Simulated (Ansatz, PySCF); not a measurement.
The pair A = CHN (SMILES C#N) (first 3 atoms), B = CHN (SMILES C#N); geometry from A24 set.
(charge 0, multiplicity 1):
```xyz
6

H      0.0000     0.0000     3.8552
C      0.0000     0.0000     2.7865
N      0.0000     0.0000     1.6315
H      0.0000     0.0000    -0.5938
C      0.0000     0.0000    -1.6681
N      0.0000     0.0000    -2.8253
```

Cores are frozen in the correlated methods. Rows in 6-31G* carry no dispersion term and start afresh at each structure (6-31G* with six Cartesian d functions). MP2/6-31G* freezes PySCF's default core.

Programs: Ansatz (Gaussian basis) for Hartree–Fock, density functionals and correlated methods; PySCF for 6-31G* rows. 

Total energies (hartree), monomers frozen at their geometry in the pair:

```tsv
structure	B3LYP/6-31G*	MP2/6-31G*	MP2/aug-cc-pVDZ
AB	-186.8534264	-186.3247158	-186.3733811
A in the pair's basis	-93.4235445	-93.1590750	-93.1831866
B in the pair's basis	-93.4229382	-93.1585180	-93.1829501
A	-93.4226062	-93.1579152	-93.1820655
B	-93.4226073	-93.1580855	-93.1823462
```

Problem. Work out the interaction energy without and with the counterpoise correction, and the superposition error, for each level.

Solution. 
E(AB) − E(A) − E(B), times 627.509 kcal/mol, with the monomers in their own basis and then in the pair's basis:
- B3LYP/6-31G*: -5.15 uncorrected, -4.36 corrected; the monomers gain 0.80 kcal/mol from borrowed functions
- MP2/6-31G*: -5.47 uncorrected, -4.47 corrected; the monomers gain 1.00 kcal/mol from borrowed functions
- MP2/aug-cc-pVDZ: -5.63 uncorrected, -4.55 corrected; the monomers gain 1.08 kcal/mol from borrowed functions

Ansatz is a quantum-chemistry and plane-wave program.
